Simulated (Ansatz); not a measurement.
`CC(N)F` at its PBE0-D4/def2-TZVP geometry, where that method's forces vanish. The species carries charge 0 and has multiplicity 1.

```xyz
10

C    -0.5541    1.0018    0.0992
C     0.4159   -0.0724   -0.3153
N    -0.0652   -1.3642   -0.0244
F     1.6429    0.1937    0.3380
H    -0.7656    0.9227    1.1687
H    -1.4889    0.8963   -0.4524
H    -0.1319    1.9875   -0.0952
H     0.6506   -0.0127   -1.3822
H    -0.2948   -1.4682    0.9556
H     0.5911   -2.0846   -0.2920
```

Task: What forces (eV/Å) does ωB97M-V/def2-TZVPP give on these atoms in the Gaussian-basis code of Ansatz? (Estimate.)

Result: Ansatz gave: 
```
C1  -0.115  0.139  0.050
C2   0.001  0.124 -0.299
N3  -0.044 -0.221  0.085
F4   0.118  0.011  0.091
H5   0.021 -0.007 -0.072
H6   0.074  0.004  0.041
H7  -0.028 -0.076  0.014
H8  -0.017 -0.004  0.103
H9   0.015  0.002 -0.030
H10 -0.025  0.027  0.017
```
